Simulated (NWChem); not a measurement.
System: disilane (Si2H6); SMILES [SiH3][SiH3]

NWChem printed, in part:

```
             Northwest Computational Chemistry Package (NWChem) 7.3.0
             --------------------------------------------------------

 D3D symmetry detected

                             Geometry "geometry" -> ""
                             -------------------------

 Output coordinates in angstroms (scale by  1.889725989 to convert to a.u.)

  No.       Tag          Charge          X              Y              Z
 ---- ---------------- ---------- -------------- -------------- --------------
    1 Si                  14.0000    -0.00000000     0.00000000     1.17304900
    2 Si                  14.0000     0.00000000    -0.00000000    -1.17304900
    3 H                    1.0000    -0.99235098     0.99235098     1.68901100
    4 H                    1.0000     1.35557665     0.36322567     1.68901100
    5 H                    1.0000    -0.36322567    -1.35557665     1.68901100
    6 H                    1.0000    -1.35557665    -0.36322567    -1.68901100
    7 H                    1.0000     0.99235098    -0.99235098    -1.68901100
    8 H                    1.0000     0.36322567     1.35557665    -1.68901100

 Effective nuclear repulsion energy (a.u.)      90.4178592327

      Symmetry information
      --------------------

 Group name             D3d
 Group number             33
 Group order              12
 No. of unique centers     2

                                 NWChem DFT Module
                                 -----------------

 Summary of "ao basis" -> "ao basis" (spherical)
 ------------------------------------------------------------------------------
       Tag                 Description            Shells   Functions and Types
 ---------------- ------------------------------  ------  ---------------------
 Si                          3-21g                   7       13   4s3p
 H                           3-21g                   2        2   2s

      Symmetry analysis of basis
      --------------------------

        a1g         9
        a1u         0
        a2g         0
        a2u         9
        eg         10
        eu         10

  Rotation of axis

            General Information
            -------------------
          SCF calculation type: DFT
          Wavefunction type:  closed shell.
          No. of atoms     :     8
          No. of electrons :    34
           Alpha electrons :    17
            Beta electrons :    17
          Charge           :     0
          Spin multiplicity:     1
          Use of symmetry is: on ; symmetry adaption is: on
          Maximum number of iterations: 150
          AO basis - number of functions:    38
                     number of shells:    26
          Convergence on energy requested:  1.00D-06
          Convergence on density requested:  1.00D-05
          Convergence on gradient requested:  5.00D-04

              XC Information
              --------------
                         PBE0 Method XC Functional
                     Hartree-Fock (Exact) Exchange  0.250
          PerdewBurkeErnzerhof Exchange Functional  0.750
            Perdew 1991 LDA Correlation Functional  1.000 local
           PerdewBurkeErnz. Correlation Functional  1.000 non-local

             Grid Information
             ----------------
          Grid used for XC integration:  medium
          Radial quadrature: Mura-Knowles
          Angular quadrature: Lebedev.
          Tag              B.-S. Rad. Rad. Pts. Rad. Cut. Ang. Pts.
          ---              ---------- --------- --------- ---------
          Si                  1.10       88           9.0       590
          H                   0.35       45          10.0       434
          Grid pruning is: on
          Number of quadrature shells:   133
          Spatial weights used:  Erf1

      Superposition of Atomic Density Guess
      -------------------------------------

 Sum of atomic energies:        -577.64362676

      Non-variational initial energy
      ------------------------------

 Total energy =    -578.142048
 1-e energy   =    -980.746424
 2-e energy   =     312.186516
 HOMO         =      -0.319194
 LUMO         =       0.100335

      Symmetry analysis of molecular orbitals - initial
      -------------------------------------------------

  Numbering of irreducible representations:

     1 a1g         2 a1u         3 a2g         4 a2u         5 eg
     6 eu

  Orbital symmetries:

     1 a2u         2 a1g         3 a2u         4 a1g         5 eg
     6 eg          7 eu          8 eu          9 a1g        10 a2u
    11 a1g        12 a2u        13 eu         14 eu         15 eg
    16 eg         17 a1g        18 a2u        19 eu         20 eu
    21 a1g        22 eg         23 eg         24 a2u        25 a1g
    26 eu         27 eu

     ---------------------------------------------
      Total Density - Mulliken Population Analysis
     ---------------------------------------------

    Atom       Charge   Shell Charges
 -----------   ------   -------------------------------------------------------
    1 Si  14    13.74   2.00  1.98  5.87  0.70  1.48  0.73  0.98
    2 Si  14    13.74   2.00  1.98  5.87  0.70  1.48  0.73  0.98
    3 H    1     1.09   0.40  0.69
    4 H    1     1.09   0.40  0.69
    5 H    1     1.09   0.40  0.69
    6 H    1     1.09   0.40  0.69
    7 H    1     1.09   0.40  0.69
    8 H    1     1.09   0.40  0.69

   convergence    iter        energy       DeltaE   RMS-Dens  Diis-err
 ---------------- ----- ----------------- --------- --------- ---------
 d= 0,ls=0.0,diis     1   -579.2022135449 -6.70D+02  1.11D-02  1.32D-01
 d= 0,ls=0.0,diis     2   -579.2187168559 -1.65D-02  4.61D-03  1.29D-02
 d= 0,ls=0.0,diis     3   -579.2209334909 -2.22D-03  1.42D-03  3.12D-03
 d= 0,ls=0.0,diis     4   -579.2215311827 -5.98D-04  3.23D-05  3.82D-07
 d= 0,ls=0.0,diis     5   -579.2215313214 -1.39D-07  2.41D-06  2.59D-09

[...]
```

Level: PBE0/3-21G. Structure relaxed at the PBE0/def2-SVP level.

Write an input that gives this output.

This is not unique; one that fits is the input that was run:
```
start job
memory heap 200 mb stack 900 mb global 1100 mb
geometry units angstroms noautoz
  Si     0.000000     0.000000     1.173049
  Si     0.000000     0.000000    -1.173049
  H     -1.328132    -0.453417     1.689011
  H      0.271395     1.376904     1.689011
  H      1.056737    -0.923487     1.689011
  H     -0.271395    -1.376904    -1.689011
  H      1.328132     0.453417    -1.689011
  H     -1.056737     0.923487    -1.689011
end
basis spherical
  * library 3-21g
end
dft
  xc pbe0
  iterations 150
  mulliken
end
task dft energy
```
